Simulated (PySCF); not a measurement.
## C6H7: g tensor and hyperfine couplings

C6H7 (doublet state).
Cartesian coordinates in Å at the GFN2-xTB level; atoms count from 1:
```
atom  x, y, z in Å
C1    -0.733   -1.324    0.252
C2     0.561   -1.395    0.295
C3     1.417   -0.155    0.062
C4     0.568    1.047   -0.204
C5    -0.753    1.051   -0.234
C6    -1.605   -0.177    0.001
H7     1.105   -2.307    0.492
H8     2.048    0.020    0.941
H9     2.088   -0.333   -0.786
H10    1.115    1.965   -0.381
H11   -1.303    1.961   -0.433
H12   -2.273    0.000    0.851
H13   -2.240   -0.353   -0.876
```

Identity: `[C]1=CCC=CC1` [radical].

Computed, not measured: UKS B3LYP, pcH-1 on C H, non-relativistic, mean-field spin-orbit, GIAO (PySCF 2.14.0). Isolated species at its GFN2-xTB geometry, gas phase. Couplings are sensitive to structure, and on GFN2-xTB geometries they can be far from those on DFT ones. Stability of the SCF solution: not tested.

```
g1, g2, g3   : 2.00153, 2.00213, 2.00321
g_iso        : 2.00229
Form of g    : rhombic: the two nearest values differ by 36 % of g3 − g1
⟨S²⟩         : 0.7585 (exact 0.7500)
Total energy : -232.75466 Eh
```

Hyperfine couplings atom by atom, in 10⁻⁴ cm⁻¹; T1 to T3 are the principal values of the dipolar part (1 × 10⁻⁴ cm⁻¹ = 2.998 MHz):

```csv
atom,isotope,a_iso,T1,T2,T3,Mulliken spin population
C1,13C,117.3,-26.2,-19.4,45.6,0.99
C2,13C,1.2,-6.6,0.5,6.2,-0.14
C3,13C,17.0,-2.9,-2.5,5.4,0.08
C4,13C,-2.0,-0.7,0.0,0.7,-0.02
C5,13C,14.5,-2.1,-1.7,3.8,0.05
C6,13C,7.6,-2.2,-2.0,4.2,-0.03
H7,1H,29.6,-2.2,-1.8,4.0,0.04
H8,1H,-2.5,-1.4,-0.5,1.9,0.00
H9,1H,-2.5,-1.4,-0.5,1.9,0.00
H10,1H,4.1,-0.5,-0.2,0.8,0.00
H11,1H,7.4,-1.2,-0.5,1.8,0.01
H12,1H,6.0,-2.4,-1.7,4.1,0.01
H13,1H,6.1,-2.4,-1.7,4.1,0.01
```

The Mulliken spin populations are largest on C1 (+0.99), C2 (-0.14) and C3 (+0.08). No atom but C1 exceeds +0.15. The positive populations add up to 1.19 and the negative ones to -0.19, together 2S = 1.

Axes: g2 points within 2° of the C2–C3 bond.

Under fast tumbling the dipolar parts average out, and these isotropic splittings remain: 1 × 1H (H7, I = 1/2, 2 lines) with 3.17 mT, 1 × 1H (H11, I = 1/2, 2 lines) with 0.79 mT, 2 × 1H (H12/H13, I = 1/2, 3 lines) with 0.65 mT, 1 × 1H (H10, I = 1/2, 2 lines) with 0.44 mT and 2 × 1H (H8/H9, I = 1/2, 3 lines) with 0.27 mT.

Means are taken over nuclei equivalent by connectivity, which assumes that they swap fast.

The 13C coupling of C1 (351.6 MHz) shows only in satellite lines or after enrichment, since that isotope makes up about 1.07 % of natural carbon.

The spin density at the nucleus, in bohr⁻³, is negative for C4 (-0.0053) and H8/H9 (-0.0017), for instance. A restricted open-shell determinant has no negative spin density anywhere; here it arises because α and β orbitals differ (spin polarisation).

Time: 28 s wall. Hardware: one thread, x86-64 server, shared host.
